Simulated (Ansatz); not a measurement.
hcp Os was calculated with PBEsol in Ansatz (PAW).

Settings: plane-wave cutoff 500 eV, 30×30×18 k mesh (along the axes of the cell as run), Fermi–Dirac smearing 0.1 eV, no spin polarisation, scalar-relativistic PAW data made under PBE.

Computed at the level's own relaxed cell.

**Question.** Estimate the equilibrium volume per atom, lattice constant a and lattice parameter c that the calculation returns.

**Answer.** 
* **equilibrium volume per atom**: 13.89 Å³/atom
* **lattice constant a**: 2.729 Å
* **lattice parameter c**: 4.309 Å

Measured, for comparison: lattice constant a 2.734 Å (293 K, not corrected to a static lattice, our sources range from 2.734 to 2.740; as tabulated in Wikipedia's data pages); lattice parameter c 4.320 Å (293 K, not corrected to a static lattice; as tabulated in Wikipedia's data pages). Computed (rounded) less measured: lattice constant a -0.2 % (-0.2 % to -0.4 % over the range), lattice parameter c -0.3 %.

Spin–orbit coupling is not included.

Static lattice: no zero-point or thermal effects.

The result took very roughly 3 core-minutes.

Ansatz is an electronic-structure program.
